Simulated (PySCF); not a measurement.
Gas-phase reaction: 2 (CH3)2SiH2 = 2 CH3SiH2 + 4 H + C2H2 (acetylene)

Energies from PySCF (xtb for GFN2), thermal terms from the rigid-rotor harmonic-oscillator model, ideal gas at 1 bar. † marks an energy on the PBE0/def2-TZVP geometry and frequencies; other levels use their own. MP2 freezes the core. 6-31G* has spherical d functions here. Open shells (unrestricted): CH3SiH2 (multiplicity 2), H (multiplicity 2); the rest are closed-shell singlets. GFN2 has no spin-polarisation term. B3LYP is the form with VWN-RPA correlation. CH3SiH2: computed as isolated molecules; such fragments, hydroxides, amides, oligomers or adducts are transient or little studied in the gas. MP2 isn't extrapolated to the basis-set limit; its ΔH°(298 K) is 1455.3 kJ in def2-SVP and 1511.1 kJ in def2-TZVPP. The harmonic model lacks anharmonicity and excited electronic states, which grow with temperature; levels with a mode under 35 cm⁻¹ are left out. Internal rotation in (CH3)2SiH2, CH3SiH2 is treated as a harmonic vibration of one conformer, which makes the entropy rough.

```tsv
level	ΔE electronic, kJ	ΔH°(298 K), kJ	ΔS°(298 K), J/K	ΔG°(2500 K), kJ
B3LYP/6-31G*	1660	1551	602	-54
GFN2-xTB	1786	1681	596	96
HF/def2-TZVP†	1360	1254	601	-342
M06-2X/def2-TZVP†	1643	1536	601	-59
MP2/def2-SVP†	1562	1455	601	-140
PBE/def2-TZVP†	1610	1503	601	-92
PBE0/def2-SVP†	1644	1537	601	-58
PBE0/def2-TZVP	1639	1533	601	-63
ωB97X-V/def2-TZVP†	1687	1580	601	-15
```
ΔH° is lowest at HF/def2-TZVP† and highest at GFN2-xTB. No reference value is set beside these.
